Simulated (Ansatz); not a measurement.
# White tin (β-Sn)

These are r²SCAN (PAW; Ansatz, a program for electronic structure) values and carry that method's errors.

Run with plane-wave cutoff 500 eV, 26×26×26 k mesh, Fermi–Dirac smearing 0.1 eV, scalar-relativistic PAW data made under PBE.

Cell: relaxed at this level.

```yaml
volume_per_atom: 27.61 Å³/atom
lattice_parameter_a: 5.886 Å
c axis length: 3.187 Å
```

Measured, for comparison: lattice constant a 5.831 Å, lattice parameter c 3.181 Å (293 K, not corrected to a static lattice; as tabulated in Wikipedia's data pages). Computed (rounded) less measured: lattice constant a +0.9 %, lattice parameter c +0.2 %.

Spin–orbit coupling is not included.

The computed numbers hold no vibrational or temperature effects.
